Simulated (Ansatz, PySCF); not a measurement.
Molecule: difluoromethane, CH2F2, net charge 0, singlet state. SMILES: FCF
Geometry: optimised at B3LYP-D3(BJ)/def2-TZVP (Ansatz, a first-principles code).


Wanted: enthalpy of formation at 298 K (from the atomisation energy, B3LYP-D3(BJ)/def2-TZVP harmonic zero-point and thermal terms from PySCF, and the atoms' enthalpies of formation in the G2/97 table; no spin-orbit terms, and no core term in the frozen-core levels), in kcal/mol. Valence correlation only, unless marked. Open shells are spin-unrestricted. No spin-orbit coupling. No relativistic terms. The coupled-cluster limit lacks core correlation, which all-electron functionals hold. CBS marks a two-point X^-3 extrapolation of the correlation energy; Hartree-Fock from the larger set.

Measured: -107.8 kcal/mol (Active Thermochemical Tables 1.112 (ions: stationary electron), as tabulated in the package chemicals); it holds spin-orbit and relativistic effects, which these rows lack, and core correlation, which the frozen-core levels lack.

```json
[
 {"level": "revPBE-D4/def2-TZVPD", "program": "Ansatz + dftd4", "enthalpy of formation at 298 K (kcal/mol)": "-107.3", "error against measurement": "0.5"},
 {"level": "r2SCAN/def2-TZVPD", "program": "Ansatz", "enthalpy of formation at 298 K (kcal/mol)": "-108.5", "error against measurement": "-0.7"},
 {"level": "PBE0-D3(BJ)/def2-TZVP", "program": "Ansatz + dftd3", "enthalpy of formation at 298 K (kcal/mol)": "-107.6", "error against measurement": "0.2"},
 {"level": "TPSSh/def2-TZVPD", "program": "PySCF", "enthalpy of formation at 298 K (kcal/mol)": "-107.8", "error against measurement": "0.0"},
 {"level": "PW6B95-D3(BJ)/def2-TZVPD", "program": "PySCF + dftd3", "enthalpy of formation at 298 K (kcal/mol)": "-108.5", "error against measurement": "-0.7"},
 {"level": "PW6B95-D4/def2-TZVPD", "program": "PySCF + dftd4", "enthalpy of formation at 298 K (kcal/mol)": "-108.9", "error against measurement": "-1.1"},
 {"level": "MN15-D3(BJ)/def2-TZVPD", "program": "PySCF + dftd3", "enthalpy of formation at 298 K (kcal/mol)": "-113.5", "error against measurement": "-5.7"},
 {"level": "HSE06-D3(BJ)/def2-TZVPD", "program": "Ansatz + dftd3", "enthalpy of formation at 298 K (kcal/mol)": "-108.1", "error against measurement": "-0.3"},
 {"level": "B2GP-PLYP-D3(BJ)/def2-TZVPD", "program": "Ansatz + dftd3", "enthalpy of formation at 298 K (kcal/mol)": "-102.3", "error against measurement": "5.5"},
 {"level": "B2PLYP/def2-TZVPD", "program": "Ansatz", "enthalpy of formation at 298 K (kcal/mol)": "-103.4", "error against measurement": "4.4"},
 {"level": "MP2/6-31G*", "program": "Ansatz", "enthalpy of formation at 298 K (kcal/mol)": "-85.3", "error against measurement": "22.5"},
 {"level": "RI-MP2/CBS(cc-pVTZ,cc-pVQZ)", "program": "Ansatz", "enthalpy of formation at 298 K (kcal/mol)": "-122.1", "error against measurement": "-14.3"},
 {"level": "CCSD/aug-cc-pVTZ", "program": "Ansatz", "enthalpy of formation at 298 K (kcal/mol)": "-92.8", "error against measurement": "15.0"},
 {"level": "CCSD(T)/cc-pVDZ", "program": "Ansatz", "enthalpy of formation at 298 K (kcal/mol)": "-70.2", "error against measurement": "37.6"},
 {"level": "CCSD(T)/CBS(cc-pVTZ,cc-pVQZ)", "program": "Ansatz", "enthalpy of formation at 298 K (kcal/mol)": "-108.3", "error against measurement": "-0.5"}
]
```
